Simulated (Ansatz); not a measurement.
# CHAlO+ (quartet): from Hartree-Fock to the top rungs, def2-TZVPP

An exercise on one series of results from a longer session: the logs are not shown, and one member is left open.

Method: def2-TZVPP, core rule «outside noble gas», up to 7 orbitals frozen; program: Ansatz 0.2.0, Gaussian basis.

Plan: UHF; ROHF; CCSD(T) on UHF.

2 further runs of the same task are left out: 2 set aside as unsound or not needed.

## The geometry

The geometry is a PBE0/def2-TZVP stationary point (not a proven minimum) of the parent state, kept for this charge and spin.

4 atoms, charge 1, spin multiplicity 4.

Atoms are counted from 1 here; the program's logs count them from 0.

Bond lengths: Al1–C2 1.926 Å, Al1–H4 1.582 Å, C2–O3 1.150 Å. Angles: C2–Al1–H4 114.0°, Al1–C2–O3 172.0°.

The first run:

Contents of in.yaml:

```yaml
crystal:
  periodic: [false, false, false]
  atoms:
    - {symbol: Al, position_ang: [0.000000, -0.106146, 1.272497]}
    - {symbol: C, position_ang: [0.000000, 0.083663, -0.643702]}
    - {symbol: O, position_ang: [0.000000, 0.036255, -1.792225]}
    - {symbol: H, position_ang: [0.000000, 1.269000, 2.055591]}
basis:
  gaussian: {orbitals: def2-TZVPP}
total_charge: 1
magnetization: {spin_polarized: true, initial_magnetization: 3}
hamiltonian: {xc: hf}
output: {orbitals: {seedname: orbitals}}
```

Run with:

```console
$ ansatz run in.yaml --threads 1 --pin off --events-out ev --progress --plain --max-ram 3968MiB --backend cpu
```

Among the steps run: UHF; ROHF; CCSD(T) on UHF.

One table of the session follows, with a row left open; its other results are not shown here.

It belongs to the step «Misses and costs». 

```
  method  from UCCSD(T) (meV)
    ROHF             +11360.5
     UHF                    ?
    UMP2               +722.1
   UCCSD               +569.4
UCCSD(T)                    0
```

**Question.** Estimate the row for UHF.

As computed: from UCCSD(T) (meV): +11314.8. In the column «from UCCSD(T) (meV)» it lies between UMP2 (+722.1) and ROHF (+11360.5).
